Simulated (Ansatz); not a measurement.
in.yaml

```yaml
crystal:
  periodic: [false, false, false]
  atoms:
    - {symbol: Al, position_ang: [0.000000, -0.106146, 1.272497]}
    - {symbol: C, position_ang: [0.000000, 0.083663, -0.643702]}
    - {symbol: O, position_ang: [0.000000, 0.036255, -1.792225]}
    - {symbol: H, position_ang: [0.000000, 1.269000, 2.055591]}
basis:
  gaussian: {orbitals: STO-3G}
total_charge: 1
magnetization: {spin_polarized: false, initial_magnetization: 3}
correlation: {method: ccsdt, electrons: outside_noble_gas}
scf: {omitted_lower_state_checks: [cluster_reference]}
```

```sh
$ ansatz run in.yaml --threads 1 --pin off --events-out ev --progress --plain --max-ram 2393MiB
```

The program prints:

```
these checks for a lower state are left out or cut short: cluster_reference
338 factors; integrals over basis functions are off by at most 4.4e-8 eV
mean field evaluation 1: about -9519.9627 eV, gradient 3.7e1 eV
mean field evaluation 2: about -9520.0457 eV, gradient 3.7e1 eV
mean field evaluation 4: about -9527.3677 eV, gradient 2.7e1 eV
mean field evaluation 8: about -9534.2106 eV, gradient 5.1e0 eV
mean field evaluation 16: about -9534.9799 eV, gradient 8.1e-4 eV
mean field evaluation 32: about -9531.7338 eV, gradient 1.2e1 eV
mean field evaluation 64: about -9534.9951 eV, gradient 7.4e-3 eV
mean field evaluation 96: about -9534.9785 eV, gradient 7.2e-6 eV
mean field evaluation 128: about -9535.0335 eV, gradient 1.5e0 eV
mean field evaluation 160: about -9533.4906 eV, gradient 7.0e0 eV
...
cycle  44  -3.30732733 eV  change    9.0e-7 eV  update   2.3e-6
cycle  45  -3.30732816 eV  change   -8.3e-7 eV  update   1.8e-6
cycle  46  -3.30732830 eV  change   -1.4e-7 eV  update   1.4e-6
cycle  47  -3.30732884 eV  change   -5.4e-7 eV  update   1.2e-6
cycle  48  -3.30732891 eV  change   -7.5e-8 eV  update   9.6e-7
cycle  49  -3.30732896 eV  change   -4.2e-8 eV  update   8.9e-7
cycle  50  -3.30732959 eV  change   -6.4e-7 eV  update   6.4e-7
cycle  51  -3.30733013 eV  change   -5.4e-7 eV  update   5.4e-7
cycle  52  -3.30733138 eV  change   -1.2e-6 eV  update   4.4e-7
cycle  53  -3.30733184 eV  change   -4.6e-7 eV  update   2.7e-7
WARN: these amplitudes may be one of several solutions (largest doubles amplitude 0.57, level shift 0.00 eV)
Total energy: -9538.47474601 eV, -350.5324815053 hartree
Checks for a lower state left out: cluster_reference
```

Ran on 1 thread of Arm Neoverse V1, shared host: 2.3 s wall, 0.08 GiB peak host memory.
